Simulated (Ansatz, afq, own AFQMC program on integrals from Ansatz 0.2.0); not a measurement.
# GeHO, quartet in cc-pVDZ, levels against CCSDT(Q)

```xyz
3

Ge    0.0000   -0.0375    0.3220
O     0.0000    0.0862   -1.5290
H     0.0000    1.3375    1.0643
```

Connectivity, by distances: GeH–O.

Basis cc-pVDZ. Noble-gas cores (and the filled d shells of Ga–Kr and In–Xe) are frozen. AFQMC by an in-house program on the Cholesky factors that Ansatz 0.2.0 writes for its CCSD(T) run. ph-AFQMC/CISD is guided by a CISD state made of CCSD amplitudes; releasing the constraint for a short imaginary time cuts its bias at the price of noise, slowly where states lie close. Free AFQMC starts from the CCSD state and is never constrained. Its projection time is finite, and what remains of the start isn't in its error. Error bars are statistical, one sigma. No spin–orbit coupling.

Determinant: UHF, the one that the program's search chose, which needn't be the lowest solution. The geometry is a point of a scan.

No full CI on the walks' own integrals is used here; CCSDT(Q) serves as the reference and is uncertain by about the last step of the cluster series.

Cautions: no relativity below Rb; no spin-orbit coupling; inner d shell frozen; lower spins were not checked.

```
T1 diagnostic                               : 0.0238
weight of the determinant in the CISD state : 0.901
⟨S²⟩ of the determinant                     : 3.769
size of the correlated space                : 11 electrons in 31 orbitals
```

```tsv
level	correlation energy (eV)
MP2	-5.4257
CCSD	-6.1504
CCSD(T)	-6.2942
```

**Question.** Estimate where phaseless AFQMC with the Hartree–Fock trial lies against CCSD(T) on the same integrals.

**Answer.** 0.27 ± 1.28 kcal/mol below CCSD(T). The gap is under twice the noise, so this walk alone can't tell the two apart.

Reference: CCSDT(Q), correlation energy -6.340 eV. The released energy is read at 1.62 1/Eh, later times being too noisy (meV from the phaseless value at times in 1/Eh: 15 ± 12 at 0.24, -15 ± 13 at 0.51, -5 ± 13 at 0.99, -12 ± 15 at 1.62, -13 ± 27 at 2.40).

```csv
level,E − E(reference) (kcal/mol),share of correlation (%)
CCSD(T),1.05,99.28
CCSDT,0.36,99.75
ph-AFQMC/HF,0.78 ± 1.28,99.46
ph-AFQMC/CISD,0.40 ± 0.24,99.72
released AFQMC,0.12 ± 0.34,99.92
free AFQMC,-0.23 ± 0.28,100.16
```

Free projections are given only where their last times agree within the noise and don't stop above the reference; a slow remainder of the start can still hide under it. A walk keeps the symmetry of its determinant, which the program's search chose and which needn't be the lowest solution, so a lower state of the same spin and another symmetry isn't excluded. Released energies are given only where the last usable release times agree within the noise; a slower fall can still hide under it.
